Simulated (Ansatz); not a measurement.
The input, for Ansatz 0.2.0:

```yaml
crystal:
  periodic: [false, false, false]
  atoms:
    - {symbol: Ge, position_ang: [0.021957, 0.000160, -0.222163]}
    - {symbol: B, position_ang: [-0.142917, 0.008534, 1.674613]}
    - {symbol: H, position_ang: [-0.066297, 1.289502, -0.984525]}
    - {symbol: H, position_ang: [0.016812, -1.392552, -0.966311]}
basis:
  gaussian: {orbitals: cc-pVTZ}
magnetization: {spin_polarized: false, initial_magnetization: 1}
correlation: {method: bccd_t, electrons: outside_noble_gas}
```

```sh
$ ansatz run in.yaml --threads 2 --pin off --events-out ev --progress --plain --max-ram 24576MiB --backend cuda --devices 0, --max-vram 18GiB
```

Task: Roughly how long does this take on 2 threads of AMD EPYC 7R13 with a shared H100 80 GB, shared host, and how much host memory?

Result: 15 s wall and 0.81 GiB.

```
610 factors; integrals over basis functions are off by at most 1.1e-3 eV
mean field evaluation 1: about -57172.0828 eV, gradient 9.8e0 eV
mean field evaluation 2: about -57172.0842 eV, gradient 9.8e0 eV
mean field evaluation 4: about -57172.9804 eV, gradient 1.6e0 eV
mean field evaluation 8: about -57173.0107 eV, gradient 1.4e-1 eV
mean field evaluation 16: about -57173.1281 eV, gradient 2.5e-3 eV
mean field evaluation 32: about -57173.0090 eV, gradient 5.0e-3 eV
mean field evaluation 64: about -57173.0677 eV, gradient 1.2e0 eV
mean field evaluation 96: about -57173.1217 eV, gradient 2.5e-1 eV
mean field evaluation 128: about -57170.6344 eV, gradient 4.3e-1 eV
mean field evaluation 160: about -57172.8349 eV, gradient 7.8e-1 eV
...
cycle   9  -5.78255422 eV  change    4.3e-5 eV  update   1.9e-4
cycle  10  -5.78251628 eV  change    3.8e-5 eV  update   1.5e-4
cycle  11  -5.78251201 eV  change    4.3e-6 eV  update   1.3e-4
cycle  12  -5.78247248 eV  change    4.0e-5 eV  update   1.2e-4
cycle  13  -5.78248710 eV  change   -1.5e-5 eV  update   1.0e-4
cycle  14  -5.78246467 eV  change    2.2e-5 eV  update   7.6e-5
cycle  15  -5.78247455 eV  change   -9.9e-6 eV  update   4.7e-5
cycle  16  -5.78248488 eV  change   -1.0e-5 eV  update   2.8e-5
cycle  17  -5.78248554 eV  change   -6.7e-7 eV  update   1.4e-5
cycle  18  -5.78249258 eV  change   -7.0e-6 eV  update   8.6e-6
perturbative correction -0.29939586 eV, -0.0110025950 hartree
Total energy: -57179.34499907 eV, -2101.3021711637 hartree
```

For the same geometry and basis RCCSDT(Q) lies 65.8 meV lower.
